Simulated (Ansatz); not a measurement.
Reaction: H3BSO (SMILES OBS) → BH2S (SMILES [BH]S, doublet) + HO (SMILES [OH], doublet) (the B-O bond breaks)
Each species at its own B3LYP-D3(BJ)/def2-TZVP minimum (Ansatz, a quantum-chemistry and plane-wave program), one conformer.

Total energies in hartree (Ansatz). Open shells are spin-unrestricted; no spin-orbit coupling. Correlated methods leave the cores frozen. No relativity.

```tsv
species	HF/cc-pV(T+d)Z	CCSD(T)/cc-pV(T+d)Z	HF/cc-pV(Q+d)Z	CCSD(T)/cc-pV(Q+d)Z	CCSD(T)/cc-pV(D+d)Z	CCSDT(Q)/cc-pV(D+d)Z
1: H3BSO (SMILES OBS)	-498.96147	-499.53402	-498.97278	-499.58385	-499.36687	-499.36878
2: BH2S (SMILES [BH]S, doublet)	-423.36224	-423.66146	-423.36730	-423.68550	-423.58058	-423.58209
3: HO (SMILES [OH], doublet)	-75.41896	-75.63769	-75.42557	-75.66159	-75.55935	-75.55979
```

### Question
Work out the bond dissociation energy (electronic) in kJ/mol: take Hartree-Fock from cc-pV(Q+d)Z, extrapolate the CCSD(T) correlation energy as X^-3 (X = 3, 4), and add CCSDT(Q) - CCSD(T) in cc-pV(D+d)Z. 1 hartree = 2625.5 kJ/mol.

### Answer

Species 1: correlation (64·(-0.61107) - 27·(-0.57255))/37 = -0.63918; step -0.00191; E1 = -498.97278 + (-0.63918) + (-0.00191) = -499.61387
Species 2: correlation (64·(-0.31820) - 27·(-0.29922))/37 = -0.33205; step -0.00151; E2 = -423.36730 + (-0.33205) + (-0.00151) = -423.70086
Species 3: correlation (64·(-0.23602) - 27·(-0.21873))/37 = -0.24864; step -0.00044; E3 = -75.42557 + (-0.24864) + (-0.00044) = -75.67465
-1·E1 +1·E2 +1·E3 = 0.23836 hartree = 625.8 kJ/mol.
